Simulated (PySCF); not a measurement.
Problem. What does the PBE0-D3(BJ)/def2-SVP structure of `[CH2]C#CC(C)=S` [radical] look like in three dimensions? (Doublet state.)

Solution. 
```xyz
11
C5H5S angstrom
C      2.9096   -0.1344    0.0831
C      1.5891    0.0433    0.2655
C      0.3654    0.2224    0.4508
C     -0.9908    0.4178    0.6418
C     -1.9567   -0.3804   -0.1926
S     -1.5079    1.5024    1.8017
H      3.6389    0.4149    0.6869
H      3.2899   -0.8301   -0.6714
H     -2.0521   -1.3959    0.2268
H     -2.9472    0.0913   -0.1781
H     -1.6017   -0.4843   -1.2288
```

Any rigid rotation of these coordinates is as good. Atoms count from 1 in this order. C4 (carbon bonded to 2 C and S) is planar (angles 122.1°, 119.4° and 118.5°, sum 360.0°, 0.01 Å off the plane of its three neighbours). C1 (carbon bonded to C and 2 H) is planar (angles 121.2°, 120.9° and 117.9°, sum 360.0°, 0.00 Å off the plane of its three neighbours). The C–C distances run from 1.251 Å (C2≡C3, drawn triple) to 1.505 Å (C4–C5, drawn single), a spread of 0.254 Å. The 6 heavy atoms lie in one plane (0.003 Å rms).

Bonds between heavy atoms (Å): C1–C2 1.345, C2≡C3 1.251, C3–C4 1.383, C4–C5 1.505, C4=S6 1.670.

Method: PBE0-D3(BJ)/def2-SVP geometry optimisation, gas phase (PySCF 2.14.0).

PBE0-D3(BJ)/def2-SVP frequencies: not computed here. ⟨S²⟩ = 0.826 (exact for a doublet: 0.75).
